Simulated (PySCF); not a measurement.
**Exercise with solution: chemical shift, span and skew from a shielding tensor**

SiF₄, SMILES F[Si](F)(F)F. Atoms are numbered in the order given.

```xyz
5

F      0.9182     0.9182     0.9182
Si     0.0000     0.0000     0.0000
F     -0.9182     0.9182    -0.9182
F     -0.9182    -0.9182     0.9182
F      0.9182    -0.9182    -0.9182
```

Coordinates come from a ωB97X-D3(BJ)/def2-SVP optimisation. The isomer is the one that the SMILES or the coordinates give; other isomers of the formula were not compared.

GIAO shieldings from KT2/pcSseg-2 run with PySCF, non-relativistic, no solvent. The symmetric part of the tensor of F1 has the principal values 283.9, 283.9, 414.4 ppm. The same nucleus in CFCl3 has σ = 125.1 ppm at this level (PySCF, at its B3LYP-D3(BJ)/def2-TZVP geometry).

Q: Work out the isotropic shielding, the ¹⁹F shift against CFCl3, the span and the skew.

A: 
σ(iso) = (σ11 + σ22 + σ33)/3 = 327.4 ppm. δ = σ(ref) − σ(iso) = 125.1 − (327.4) = -202.3 ppm.
Span Ω = σ33 − σ11 = 130.5 ppm. Skew κ = 3(σ(iso) − σ22)/Ω = 1.00, an axial tensor. Tumbling in solution averages the tensor to δ; in a static solid the shielding alone would spread this spin-1/2 line over Ω.
